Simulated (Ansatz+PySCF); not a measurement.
Results of a calculation; reference values are marked as such.
A run of Ansatz (development build ahead of 0.2.0) on singlet H₂S at this shape:

| atom | x (Å) | y (Å) | z (Å) |
| --- | --- | --- | --- |
| S | 0.0000 | 0.0000 | -0.1092 |
| H | 0.0000 | 1.0201 | 0.8738 |
| H | 0.0000 | -1.0201 | 0.8738 |

Its results:

```yaml
Converged: yes
Total_energy: -399.18908 hartree
Spin_squared_of_the_determinant: 0.000
Stability_test: minimum among restricted orbitals
```

Forces (eV/Å):
```json
{"atom": "S1", "Fx": "0.000", "Fy": "0.000", "Fz": "1.354"}
{"atom": "H2", "Fx": "0.000", "Fy": "-0.568", "Fz": "-0.677"}
{"atom": "H3", "Fx": "0.000", "Fy": "0.568", "Fz": "-0.677"}
```

Which input gives this output? Name the method, the orbitals and the basis set, and write the input.

PBE0 (restricted) in 6-31G. An unrestricted run that stays on the closed shell gives the same numbers.

```yaml
crystal:
  periodic: [false, false, false]
  atoms:
    - { symbol: S, position_ang: [0.0, 0.0, -0.10922] }
    - { symbol: H, position_ang: [0.0, 1.0201, 0.87375] }
    - { symbol: H, position_ang: [0.0, -1.0201, 0.87375] }
basis:
  gaussian: { orbitals: "6-31G" }
hamiltonian:
  xc: pbe0
output:
  forces: true
```
